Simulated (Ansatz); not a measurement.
C3H7F, SMILES `CC(C)F`, relaxed with RKS PBE0-D4/def2-TZVP in Ansatz from a PBE-D4/def2-SVP geometry. The force threshold is 0.005 eV/Å; the program also tests the step.

Total charge 0; spin multiplicity 1.

Start:

```xyz
11

C     0.155    0.699    1.084
C     0.433   -0.386    0.055
C    -0.475   -0.328   -1.164
F     0.267   -1.635    0.672
H     0.814    0.575    1.966
H     0.333    1.705    0.655
H    -0.898    0.646    1.427
H     1.499   -0.330   -0.269
H    -1.539   -0.400   -0.857
H    -0.255   -1.167   -1.852
H    -0.334    0.622   -1.717
```

```tsv
step	energy (eV)	largest force (eV/Å)	largest move (Å)
1	-5938.2690	0.495	0.000
2	-5938.3069	0.164	0.019
3	-5938.3102	0.019	0.009
4	-5938.3102	0.006	0.002
5	-5938.3102	0.001	0.001
```

End:

```xyz
11

C     0.152    0.693    1.075
C     0.433   -0.379    0.052
C    -0.472   -0.325   -1.153
F     0.269   -1.622    0.665
H     0.803    0.575    1.942
H     0.325    1.682    0.645
H    -0.887    0.637    1.408
H     1.482   -0.334   -0.263
H    -1.519   -0.392   -0.846
H    -0.255   -1.149   -1.834
H    -0.330    0.615   -1.692
```

Run time 16 s (2 threads of a server CPU on a shared host); peak host memory 0.35 GiB.
